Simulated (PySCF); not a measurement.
Species: C₃H₅FOS.
Atom-mapped SMILES: `[CH3:1][O:2][C@@:3]1([F:4])[CH2:5][S:6]1` (hydrogens: H7, H8, H9 on C1; H10, H11 on C5)

Geometry (GFN2-xTB, Å), atoms numbered from 1 in this order:
```xyz
11
C3H5FOS angstrom
C     -1.7903   -0.0135    0.0010
O     -0.5409    0.6091   -0.2932
C      0.5312   -0.1734   -0.1415
F      0.5221   -1.2500   -0.9835
C      1.8494    0.4083    0.1730
S      1.1372   -0.5643    1.5264
H     -1.7943   -0.3674    1.0359
H     -1.9760   -0.8491   -0.6771
H     -2.5429    0.7573   -0.1375
H      2.7166   -0.0293   -0.3029
H      1.8931    1.4749    0.3434
```

Level of theory: CAM-B3LYP/def2-SVPD in PySCF (dipole) on a GFN2-xTB geometry, gas phase.

Masses are those of the commonest isotopes; rigid-rotor values at the optimised geometry. The values belong to one conformer with, in the numbering `[CH3:1][O:2][C@@:3]1([F:4])[CH2:5][S:6]1`, C1–O2–C3–F4 62°.

(1) What are A, B and C (cm⁻¹)?

(2) Classify the top.

(3) Is it planar, by Δ = Ic − Ia − Ib?

(4) List the rotational levels J(Ka,Kc) to J = 3 (cm⁻¹).

(5) Which lines would a microwave search look for?

Answers

(1) Ia = 111.05, Ib = 205.54, Ic = 236.18 u·Å²; 505379 MHz·u·Å²/I gives 4551, 2459 and 2140 MHz, that is A = 0.15180, B = 0.08202, C = 0.07138 cm⁻¹.

(2) An asymmetric top. Ray's parameter κ = (2B − A − C)/(A − C) = -0.735; −1 is the prolate and +1 the oblate limit.

(3) Not planar: Δ = Ic − Ia − Ib = -80.41 u·Å². For a rigid frame Δ = −2 Σ m c², so Σ m c² = 40.20 u·Å² lies off the ab plane: 6.26 from hydrogen and 33.94 from heavier atoms. The atom farthest from that plane is 1.97 Å away.

(4) Above 0(0,0):
J = 1: 1(0,1) 0.1534, 1(1,1) 0.2232, 1(1,0) 0.2338
J = 2: 2(0,2) 0.4591, 2(1,2) 0.5193, 2(1,1) 0.5512, 2(2,1) 0.7606, 2(2,0) 0.7617
J = 3: 3(0,3) 0.9148, 3(1,3) 0.9629, 3(1,2) 1.0266, 3(2,2) 1.2208, 3(2,1) 1.2263, 3(3,1) 1.5970, 3(3,0) 1.5971
The levels of one J sum to (2J + 1)J(J + 1)(A + B + C)/3.

(5) The dipole components are |μa| = 0.75 D, |μb| = 0.42 D, |μc| = 0.77 D. Intensities carry the squares of the components, which stand as 0.94 : 0.30 : 1.00 (a : b : c). Some lines, for components of 0.1 D or more:

```tsv
type	branch	J(Ka,Kc)	MHz	lower level (cm⁻¹)
a	Q	1(1,0) ← 1(1,1)	319	0.223
a	Q	3(1,2) ← 3(1,3)	1912	0.963
b	Q	1(1,0) ← 1(0,1)	2411	0.153
b	Q	2(1,1) ← 2(0,2)	2764	0.459
c	Q	3(2,2) ← 3(1,2)	5820	1.027
c	Q	2(2,1) ← 2(1,1)	6276	0.551
b	R	2(0,2) ← 1(1,1)	7071	0.223
a	R	2(1,2) ← 1(1,1)	8878	0.223
a	R	2(1,1) ← 1(1,0)	9516	0.234
b	Q	3(3,0) ← 3(2,1)	11114	1.226
b	R	3(0,3) ← 2(1,2)	11856	0.519
b	R	2(2,1) ← 1(1,0)	15793	0.234
c	R	2(2,0) ← 1(1,0)	15826	0.234
c	R	2(2,1) ← 1(1,1)	16112	0.223
b	R	2(2,0) ← 1(1,1)	16145	0.223
c	R	3(1,2) ← 2(0,2)	17016	0.459
b	R	3(2,2) ← 2(1,1)	20072	0.551
b	R	3(2,1) ← 2(1,2)	21196	0.519
b	R	3(3,1) ← 2(2,0)	25040	0.762
```

No frequency check. Constants of a rigid frame at the computed geometry: no zero-point averaging, no centrifugal distortion. A rigid rotor knows nothing of internal rotation, which can split or shift real lines.
